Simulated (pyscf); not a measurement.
**Four-centre exchange: HO–B(F)–F + hydrogen (H₂) -> HO–B(F)–F + hydrogen (H₂)**

Gas phase, singlet surface, charge 0. Bonds broken: O1–H5, H6–H7. Bonds formed: O1–H6, H5–H7. Structures and frequencies: ωB97X-D3(BJ)/def2-SVP in PySCF.

Transition state (Å):

```xyz
7

O     -0.4750    -0.4521     0.2113
B      0.4422     0.4837    -0.0825
F      1.7042     0.3726     0.3283
F      0.1259     1.5630    -0.7954
H     -0.9140    -1.6322     0.6242
H     -1.6352    -1.0845     0.1096
H     -1.8412    -1.9959     0.4825
```

One imaginary mode, 2579i cm⁻¹; descent along it reached the two sides named.

```csv
bond,change,reactant side (Å),saddle,product side
O1–H5,breaks,0.964,1.325,3.0
H6–H7,breaks,0.760,1.006,2.238
O1–H6,forms,3.0,1.325,0.964
H5–H7,forms,2.257,1.006,0.760
```

Electronic energies relative to the separated reactants (kJ/mol):

```
level                   barrier  reaction energy  reverse barrier
----------------------  -------  ---------------  ---------------
ωB97X-D3(BJ)/def2-TZVP    304.3              0.0            304.3
PBE/def2-TZVP             263.9              0.0            263.9
r²SCAN/def2-TZVP          285.3              0.0            285.3
B3LYP-D3(BJ)/def2-TZVP    292.5              0.0            292.5
PBE0-D3(BJ)/def2-TZVP     286.5              0.0            286.5
M06-2X/def2-TZVP          309.7              0.0            309.7
ωB97M-D3(BJ)/def2-TZVP    298.6              0.0            298.6
HF/def2-TZVP              384.2              0.0            384.2
```

With ωB97M-D3(BJ)/def2-TZVP energies and thermal terms (ideal gas, 1 atm, RRHO with modes under 100 cm⁻¹ raised to 100, one conformer, R ln 2 for chiral ones without a mode under 150 cm⁻¹), in kJ/mol:

```json
[
 {"T (K)": "298", "ΔH‡": "292.4", "ΔG‡": "323.8", "ΔH": "0.0", "ΔG": "0.0"},
 {"T (K)": "600", "ΔH‡": "289.7", "ΔG‡": "356.8", "ΔH": "0.0", "ΔG": "0.0"},
 {"T (K)": "900", "ΔH‡": "289.5", "ΔG‡": "390.5", "ΔH": "0.0", "ΔG": "0.0"},
 {"T (K)": "1200", "ΔH‡": "290.8", "ΔG‡": "424.0", "ΔH": "0.0", "ΔG": "0.0"}
]
```

The same reactants have a lower exit, to F–BH–F + H₂O (barrier +195.6 kJ/mol at ωB97M-D3(BJ)/def2-TZVP, against +298.6 kJ/mol here). One saddle was located; it need not be the lowest between these sides.
